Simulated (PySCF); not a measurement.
Species: CH₅Si, charge -1, multiplicity 1. It need not be the lowest isomer of its formula. Whether it binds its extra electron was not tested at this geometry. SMILES: C[SiH2-]
Structure (B3LYP-D3(BJ)/def2-TZVP (Ansatz) minimum search):
```xyz
7

C     -0.0142    -0.0695    -1.2342
Si     0.0083     0.1701     0.7319
H     -0.0173    -1.1129    -1.5686
H     -0.8989     0.4194    -1.6598
H      0.8596     0.4208    -1.6802
H     -1.1142    -0.8468     1.0468
H      1.1395    -0.8450     1.0207
```
Charge -1, spin multiplicity 1.

Dispersion corrections to the total energy (kcal/mol) from the dftd3 and dftd4 libraries through PySCF: D3(BJ) without and D4 with the three-body term, each with the damping fitted for the functional named.

| functional | D3(BJ) | D4 |
|---|---|---|
| HSE06 | -1.52 | -2.45 |
| BLYP | -5.29 | -7.32 |
| PBE | -2.43 | -3.21 |
| BHLYP | ? | -3.71 |
| TPSS | -3.04 | -4.36 |
| PBE0 | -2.07 | ? |
| r2SCAN | ? | -0.75 |

Task: Some entries are withheld; supply them.

Result: 
- BHLYP, D3(BJ): -3.43
- PBE0, D4: -2.66
- r2SCAN, D3(BJ): -0.62
